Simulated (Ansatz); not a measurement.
The cluster BP2⁻: single points at one geometry.

```yaml
crystal:
  periodic: [false, false, false]
  atoms:
    - {symbol: B, position_ang: [0.016866, -0.449094, -0.409310]}
    - {symbol: P, position_ang: [-0.559990, -0.827780, 1.336518]}
    - {symbol: P, position_ang: [0.543114, 1.276862, -0.927208]}
basis:
  gaussian: {orbitals: "def2-TZVPPD.json", initial_orbitals: start.molden}
total_charge: -1
magnetization: {spin_polarized: true, initial_magnetization: 4}
correlation: {method: ccsd_t}
scf: {omitted_lower_state_checks: [starts, cluster_reference]}
output: {orbitals: {seedname: orbitals}}
```

The file start.molden holds the orbitals of an earlier run on this structure, at another level or in another basis.

```sh
$ ansatz run in.yaml --threads 4 --pin off --events-out ev --progress --plain --max-ram 3916MiB
```

Output, abridged:

```
Functional definition: HF
797 factors; integrals over basis functions are off by at most 7.4e-4 eV
mean field evaluation 1: about -19213.5288 eV, gradient 1.9e1 eV
mean field evaluation 2: about -19214.1159 eV, gradient 9.4e-1 eV
mean field evaluation 4: about -19214.1510 eV, gradient 1.1e-1 eV
mean field evaluation 8: about -19214.1511 eV, gradient 1.3e-5 eV
mean field -19214.15107796 eV, -706.1070282957 hartree, gradient 1.0e-6 eV, S^2 6.223592; 0 other end points of the search recorded, 0 dependent functions left out
11 core orbitals not correlated: weight in the atoms' cores, before any rotation towards them, 1.000 or more for the frozen orbitals, at most 0.000 for the correlated occupied ones
reference -19214.15107796 eV, -706.1070282957 hartree; 9, 5 occupied and 113, 117 virtual orbitals, 797 factors
second order -8.23617061 eV of doubles, -0.00000000 eV of singles
cycle   1  -8.97520957 eV  change   -7.4e-1 eV  update   1.0e-1
cycle   2  -9.37410687 eV  change   -4.0e-1 eV  update   4.5e-2
cycle   3  -9.47458335 eV  change   -1.0e-1 eV  update   2.8e-2
cycle   4  -9.48681277 eV  change   -1.2e-2 eV  update   1.4e-2
cycle   5  -9.48884495 eV  change   -2.0e-3 eV  update   5.4e-3
cycle   6  -9.49090387 eV  change   -2.1e-3 eV  update   2.4e-3
cycle   7  -9.49154271 eV  change   -6.4e-4 eV  update   9.5e-4
cycle   8  -9.49176490 eV  change   -2.2e-4 eV  update   4.6e-4
cycle   9  -9.49179658 eV  change   -3.2e-5 eV  update   2.3e-4
cycle  10  -9.49175401 eV  change    4.3e-5 eV  update   1.1e-4
cycle  11  -9.49178739 eV  change   -3.3e-5 eV  update   5.7e-5
cycle  12  -9.49179032 eV  change   -2.9e-6 eV  update   3.2e-5
cycle  13  -9.49179816 eV  change   -7.8e-6 eV  update   1.5e-5
perturbative correction -0.60212012 eV, -0.0221275062 hartree
Total energy: -19224.24499624 eV, -706.4779729505 hartree
Checks for a lower state left out: starts, cluster_reference
```

It took 6 s on 4 threads of Arm Neoverse V1 on a shared host, peak host memory 0.91 GiB.

First input, but with `gaussian: {orbitals: def2-TZVPD, initial_orbitals: start.molden}`, `hamiltonian: {xc: {name: r2SCAN0}, dispersion: d4}`, `scf: {omitted_lower_state_checks: [starts]}` and without the key `correlation` (abridged; 6 s):

```
Functional definition: r2SCAN0
mean field -19249.19715011 eV, -707.3949476920 hartree, gradient 3.9e-6 eV, S^2 6.076633
Total energy: -19249.22581437 eV, -707.3960010843 hartree
Checks for a lower state left out: starts
```

The first input with `gaussian: {orbitals: def2-TZVPD, initial_orbitals: start.molden}`, `hamiltonian: {xc: pbe, dispersion: d4}`, `scf: {omitted_lower_state_checks: [starts]}` and without the key `correlation` (abridged; 1.6 s):

```
Functional definition: PBE
mean field -19241.63958954 eV, -707.1172124638 hartree, gradient 3.5e-6 eV, S^2 6.018211
Total energy: -19241.75177532 eV, -707.1213352154 hartree
Checks for a lower state left out: starts
```

As the first input, with `gaussian: {orbitals: def2-TZVPD, initial_orbitals: start.molden}`, `correlation: {method: mp2}`, `scf: {omitted_lower_state_checks: [starts]}` (abridged; 0.75 s):

```
Functional definition: HF
mean field -19214.14884835 eV, -706.1069463589 hartree, gradient 1.2e-6 eV, S^2 6.223499
11 core orbitals not correlated: weight in the atoms' cores, before any rotation towards them, 1.000 or more for the frozen orbitals, at most 0.000 for the correlated occupied ones
second order -8.13120353 eV of doubles, -0.00000000 eV of singles
Total energy: -19222.28005188 eV, -706.4057625772 hartree
Checks for a lower state left out: starts
```

First input, but with `gaussian: {orbitals: def2-TZVPD, initial_orbitals: start.molden}`, `hamiltonian: {xc: pbe0, dispersion: d4}` and without the key `correlation`, `scf` (abridged; 4 s):

```
Functional definition: PBE0
mean field evaluation 16: about -19242.9139 eV, gradient 2.5e-3 eV
mean field evaluation 32: about -19243.0884 eV, gradient 9.7e-1 eV
mean field -19243.22316287 eV, -707.1754077102 hartree, gradient 2.0e-6 eV, S^2 6.044133; 4 other end points of the search recorded, 0 dependent functions left out
Total energy: -19243.31784385 eV, -707.1788871724 hartree
```

As the first input, with `gaussian: {orbitals: def2-TZVPD, initial_orbitals: start.molden}`, `hamiltonian: {xc: hf}`, `scf: {omitted_lower_state_checks: [starts]}` and without the key `correlation` (abridged; 1.2 s):

```
Functional definition: HF
mean field -19214.14859016 eV, -706.1069368707 hartree, gradient 4.0e-6 eV, S^2 6.223499
Total energy: -19214.14859016 eV, -706.1069368707 hartree
Checks for a lower state left out: starts
```

The first input with `gaussian: {orbitals: def2-TZVPD, initial_orbitals: start.molden}`, `hamiltonian: {xc: {name: BHLYP}, dispersion: d4}`, `scf: {omitted_lower_state_checks: [starts]}` and without the key `correlation` (abridged; 2.9 s):

```
Functional definition: BHLYP
mean field -19250.66986912 eV, -707.4490691175 hartree, gradient 1.9e-6 eV, S^2 6.069763
Total energy: -19250.83676943 eV, -707.4552025906 hartree
Checks for a lower state left out: starts
```

Geometry: PBE0-D4/def2-TZVPD.

Correlated methods freeze 11 core orbitals. At CCSD(T)/def2-TZVPPD, MP2/def2-TZVPD, HF/def2-TZVPD the charge -1 quintet is spin-contaminated (final ⟨S²⟩ up to 6.22, 6.00 for a pure state). At r2SCAN0-D4/def2-TZVPD, PBE-D4/def2-TZVPD, PBE0-D4/def2-TZVPD the highest occupied level of the charge -1 quintet lies above zero (up to 1.30 eV). The electron is either unbound and held by the finite basis, or the level is raised by self-interaction error. At PBE0-D4/def2-TZVPD a triplet of charge -1 lies 3.01 eV below the quintet, each at its own geometry. The structure comes from a short search, and lower isomers may exist.
